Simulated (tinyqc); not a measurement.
A ladder of methods, and size consistency: correlation methods against full CI in the sto-3g basis, for HF, spin multiplicity 1. Computed by the program tinyqc with PySCF. All electrons correlated; +Q is the Davidson correction (1 - c0^2) E_corr. The last columns treat two copies 100 angstrom apart as one system. FCI is the lowest singlet.

Geometry (angstrom):

| atom | x | y | z |
|---|---|---|---|
| F | 0.0000 | 0.0000 | 0.0000 |
| H | 0.0000 | 0.0000 | 1.0410 |

RHF energy of one = -98.564794 hartree

Correlation energies (hartree):

| method | E_corr of one | share of FCI (%) | E_corr of two at 100 angstrom | two minus twice one (mhartree) |
|---|---|---|---|---|
| MP2 | -0.023382 | 63.7110 | -0.046764 | 0.0000 |
| CISD | -0.036700 | 100.0000 | -0.071562 | 1.8384 |
| CISD+Q | -0.037668 | 102.6381 | -0.075055 | 0.2816 |
| CCSD | -0.036700 | 100.0000 | -0.073400 | 0.0000 |
| CCSD(T) | -0.036700 | 100.0000 | -0.073400 | 0.0000 |
| FCI | -0.036700 | 100.0000 | - | - |

What does the comparison show, and why?

MP2 recovers 64 %, CISD 100.0 % and CCSD 100.0 % of the FCI value (c0^2 = 0.974 in CISD). MP2 and coupled cluster are size consistent, so their last column vanishes; CISD loses 1.84 mhartree, since a double excitation on each copy is a quadruple of the pair, and the Davidson correction leaves +0.28. With two electrons, or one virtual orbital, CISD and CCSD are exact for one copy, so +Q overshoots there.
